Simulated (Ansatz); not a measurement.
## Hg (model structure, started from the simple cubic type, Pm-3m, No. 221, 1 atom in the cell)

All values below come from PBEsol in Ansatz (PAW).

Settings: plane-wave cutoff 500 eV, 24×24×24 k mesh, Fermi–Dirac smearing 0.1 eV, scalar-relativistic PAW data made under PBE.

Cell (relaxed at this level):

```cif
data_Hg
_chemical_formula_sum 'Hg1'
_space_group_name_H-M_alt 'P 1'
_space_group_IT_number 1
_cell_length_a 2.94703
_cell_length_b 2.94703
_cell_length_c 2.94703
_cell_angle_alpha 90.000
_cell_angle_beta 90.000
_cell_angle_gamma 90.000
loop_
_space_group_symop_operation_xyz
  'x, y, z'
loop_
_atom_site_label
_atom_site_type_symbol
_atom_site_fract_x
_atom_site_fract_y
_atom_site_fract_z
_atom_site_occupancy
Hg1 Hg 0.00000 0.00000 0.00000 1
```

- band gap: zero (no gap)

Note: the relaxation could raise the start's symmetry but not lower it, so the cell can be a saddle point.

Spin–orbit coupling is not included; it can shift volumes and moduli of such heavy elements.

Computed values are for the static lattice.

Cost on a shared machine: very roughly 29 core-seconds.

A model structure was made by putting elements into a prototype or built by hand; it is no filed structure, need not be a known phase, and can be a saddle point held by its symmetry.

Ansatz is a program for electronic structure.
